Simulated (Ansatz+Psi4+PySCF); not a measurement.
## singlet F₂: levels of theory in one basis

```xyz
2

F     0.0000    0.0000    0.7103
F     0.0000    0.0000   -2.1309
```

Basis set: cc-pVTZ (spherical functions). Correlated methods keep 2 orbitals frozen. Charge 0, multiplicity 1.

Computed with Ansatz (development build ahead of 0.2.0) and PySCF 2.14.0; each method stands on the lowest determinant of its kind that the runs found.

| method | E − E(RHF) (eV) | <S²> of the determinant |
| --- | --- | --- |
| RHF | 0.00 | 0.00 |
| UHF | -8.97 | 1.01 |
| UHF-MP2 | -19.85 | 1.01 |
| RHF-CCSD | -18.88 | – |
| UHF-CCSD | -20.47 | 1.01 |
| RHF-CCSD(T) | -21.32 | – |
| UHF-CCSD(T) | -20.67 | 1.01 |

(1) What does RHF-MP2 give on the same scale?

(2) Is a single determinant a sound starting point here?

Results:

(1) -20.39 eV.

(2) It is doubtful. Unrestricted orbitals lower Hartree–Fock by 8.97 eV and <S²> is 1.01 where a pure state has 0.00, a sign of strong static correlation.

Caution for RHF, RHF-MP2, RHF-CCSD, RHF-CCSD(T): an unrestricted determinant lies well below. Caution for UHF, UHF-MP2, UHF-CCSD, UHF-CCSD(T): the unrestricted determinant is a mixture of spin states; the determinant breaks the point group. Caution for RHF-MP2: large amplitudes, a single reference is doubtful. Caution for UHF-MP2: another reference gives a lower total. Caution for RHF-CCSD, RHF-CCSD(T): very large amplitudes, the method is breaking down; the program doubts this total.
